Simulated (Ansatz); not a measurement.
# CH2F (SMILES [CH2]F): where methods fail along a bond

The species is CH2F (4 atoms), meant as a doublet with charge 0. SMILES: `[CH2]F`. The coordinates come from a PBE0-D4/def2-TZVP relaxation.

| atom | x (Å) | y (Å) | z (Å) |
| --- | --- | --- | --- |
| C | -0.0301 | -0.0576 | -0.1311 |
| F | 0.9500 | 0.6940 | 0.3646 |
| H | -0.9469 | 0.4723 | -0.3525 |
| H | 0.0270 | -1.1087 | 0.1190 |

The C1–H4 distance is scanned; the parts on either side stay rigid. Basis STO-3G, 2 core orbitals frozen in the correlated methods; program Ansatz 0.2.0. FCI is exact within this basis and core. Energies in eV from each method's value at 1.082 Å; open shells run as named. The shape above is that at 1.082 Å.

| distance (Å) | USVWN5 | U-revPBE | UPBE0 | U-r2SCAN0 | FCI |
| --- | --- | --- | --- | --- | --- |
| 1.082 | 0.00 | 0.00 | 0.00 | 0.00 | 0.00 |
| 1.352 | 0.77 | 0.70 | 0.85 | 0.90 | 0.73 |
| 1.623 | 2.32 | 2.16 | 2.53 | 2.63 | 2.23 |
| 2.164 | 5.06 | 4.63 | 5.08 | 4.96 | 4.32 |
| 2.705 | 5.96 | 5.18 | 5.44 | 5.43 | 4.89 |

Departure from the FCI curve at its largest: USVWN5 +1.08 eV at 2.71 Å; U-revPBE +0.31 eV at 2.16 Å; UPBE0 +0.76 eV at 2.16 Å; U-r2SCAN0 +0.64 eV at 2.16 Å. For the functionals part of the departure is owed to the small basis.
